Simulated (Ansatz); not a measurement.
We consider 2H WSe2, described by PBE-D3(BJ) in Ansatz (PAW).

Settings: plane-wave cutoff 500 eV, 12×12×4 k mesh (along the axes of the cell as run), gaussian smearing 0.02 eV, no spin polarisation, scalar-relativistic PAW data made under PBE.

Cell (relaxed at this level):

```xyz
6
Lattice="1.6395 -2.8397 0.0000 1.6395 2.8397 0.0000 0.0000 0.0000 12.7862" Properties=species:S:1:pos:R:3 pbc="T T T"
W      1.6395     0.9466     3.1965
W      1.6395    -0.9466     9.5896
Se     1.6395     0.9466     7.9054
Se     1.6395    -0.9466     1.5123
Se     1.6395    -0.9466     4.8808
Se     1.6395     0.9466    11.2739
```

**Question.** Give the computed band gap.

**Answer.** 
* **band gap**: 0.89 eV (on the SCF k mesh)

Measured, for comparison: band gap 1.2 eV (room temperature, no zero-point or thermal correction, bulk 2H; as tabulated in Bastos et al. (2019), arXiv:1903.08112).

Spin–orbit coupling is not included.

Computing time: around 90 core-seconds (rough).

Ansatz is an electronic-structure program.
